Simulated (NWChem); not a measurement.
# Correlation energy of dichloromethane (CH₂Cl₂)

```
C
H 1 1.0958
H 1 1.0958 2 110.71
Cl 1 1.7678 2 108.18 3 118.38
Cl 1 1.7678 2 108.18 3 -118.38
```
Charge 0, spin multiplicity 1.

All runs are NWChem calculations. Structure: optimised with PBE0/def2-SVP, a minimum by its harmonic frequencies.

Basis set: 6-31G*. Each correlation energy counts from its own Hartree-Fock reference.

The correlated methods keep 11 core orbitals frozen. The Pople sets run with spherical d functions. Coupled-cluster values serve here as a point of comparison, not as the truth.

Q: For the correlation energy, MP2 gives -386.7 mHa and SCS-MP2 gives -378.3 mHa. What do CR-CCSD[T], CR-CCSD(T), CCSD give?

A: CR-CCSD[T]: -431.5 mHa; CR-CCSD(T): -431.1 mHa; CCSD: -422.3 mHa.
